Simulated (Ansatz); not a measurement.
# Al2P (doublet): wave-function methods side by side, cc-pVTZ

One table from this session's results is given with a row withheld; the runs are named, their logs left out.

Computed with Ansatz 0.2.0, Gaussian basis. Level: cc-pVTZ, core rule «outside noble gas», up to 15 orbitals frozen.

To be run: UHF; CCSD(T) on ROHF; CCSD(T) on UHF; BCCD(T) on ROHF; CCSDT(Q) on ROHF; CCSDT(Q) on UHF; CASSCF and NEVPT2, 11 electrons in 12 orbitals.

6 further runs of the same task are left out: 3 for a known fault of the program, 3 set aside as unsound or not needed.

## The system

The geometry is a PBE0/def2-TZVP stationary point (not a proven minimum).

3 atoms, charge 0, spin multiplicity 2.

Atoms are counted from 1 here; the program's logs count them from 0.

Bond lengths: Al1–P2 2.200 Å, P2–Al3 2.200 Å. Angles: Al1–P2–Al3 180.0°.

Geometry (Å):

```xyz
3
Al2P
Al    0.00000    0.00000    2.19970
P     0.00000    0.00000    0.00000
Al    0.00000    0.00000   -2.19970
```

The first run:

The input, in.yaml:

```yaml
crystal:
  periodic: [false, false, false]
  atoms:
    - {symbol: Al, position_ang: [0.000000, 0.000000, 2.199700]}
    - {symbol: P, position_ang: [0.000000, 0.000000, 0.000000]}
    - {symbol: Al, position_ang: [0.000000, 0.000000, -2.199700]}
basis:
  gaussian: {orbitals: cc-pVTZ}
magnetization: {spin_polarized: true, initial_magnetization: 1}
hamiltonian: {xc: hf}
output: {orbitals: {seedname: orbitals}}
```

Started as:

```console
$ ansatz run in.yaml --threads 1 --pin off --events-out ev --progress --plain --max-ram 4096MiB --backend cpu
```

Steps of the session up to this table: UHF; CCSD(T) on ROHF; CCSD(T) on UHF; BCCD(T) on ROHF; CCSDT(Q) on ROHF; CCSDT(Q) on UHF; CASSCF and NEVPT2, 11 electrons in 12 orbitals.

One table of the session follows, with a row left open; its other results are not shown here.

```
        method  from RCCSDT(Q) (kJ/mol)
          RMP2                        ?
          UMP2                   +132.6
         RCCSD                    +72.5
         UCCSD                    +70.9
      RCCSD(T)                     +9.7
      UCCSD(T)                    +10.3
       BCCD(T)                     +9.6
        RCCSDT                     +7.3
        UCCSDT                     +7.0
     RCCSDT(Q)                        0
     UCCSDT(Q)                     -0.8
CASSCF valence                   +514.5
NEVPT2 valence                   +128.0
```

Q: Estimate the row for RMP2 from the others.

The run gave: from RCCSDT(Q) (kJ/mol): +118.7. In the column «from RCCSDT(Q) (kJ/mol)» it lies between RCCSD (+72.5) and NEVPT2 valence (+128.0).

Left out of the table: ROHF, UHF (another determinant or state than the rows shown).

Caveats from the session: The report flags that the cluster equations may have other roots. The program flags RCCSD(T), BCCD(T), RCCSDT(Q) as in doubt, so the zero of the table is itself unsure. Warnings: spin contamination; coupled cluster took another determinant than the lowest. Restricted and unrestricted rows rest on different reference determinants; where their highest levels disagree by more than a few hundredths of an eV, they describe different states and don't form one ladder.
